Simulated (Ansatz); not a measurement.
Ideal-gas functions of `[BH3-][PH3+]` at 298.15 K and 1 bar, from an Ansatz frequency run at PBE0-D4/def2-TZVP.

Molar mass 47.83 g/mol, point group C3v (symmetry number 3), electronic degeneracy 1, moments of inertia 8.842, 46.435, 46.435 u Å². Harmonic wavenumbers (cm⁻¹, unscaled): 247, 378, 379, 576, 831, 831, 1013, 1087, 1123, 1123, 1140, 1140, 2459, 2476, 2485, 2485, 2548, 2548.

Use S(trans) = R[1.5 ln M + 2.5 ln T − 1.1517]; rotational temperatures θ = 24.2544 K / I; S(rot) = R[ln(√π/σ · √(T³/θAθBθC)) + 1.5]; for each mode x = 1.438777 ν̃/T, S = R[x/(eˣ − 1) − ln(1 − e⁻ˣ)] and H = RT x/(eˣ − 1); 1 cm⁻¹ = 0.0119627 kJ/mol; R = 8.31446 J/(mol·K).

Problem. By hand: the entropy, in J/(mol·K).

Solution. Translation 157.1. Rotation: θ = 2.7431, 0.5223, 0.5223 K, giving 80.4. Vibration, mode by mode: 7.33, 4.38, 4.36, 2.06, 0.77, 0.77, 0.37, 0.28, 0.24, 0.24, 0.22, 0.22, 0.00, 0.00, 0.00, 0.00, 0.00, 0.00, in all 21.2. Electronic 0.0. Sum 258.7 J/(mol·K).

Problem. By hand: H − E and G − E in kJ/mol, counted from the electronic energy.

Solution. Zero-point energy ½ × 24869 × 0.0119627 = 148.8; thermal vibration 4.2; translation, rotation and pV give 4 RT = 9.9. H − E = 162.9 kJ/mol, and G − E = 162.9 − 298.15 × 258.7/1000 = 85.8 kJ/mol.

Vibration gives 8 % of the entropy.
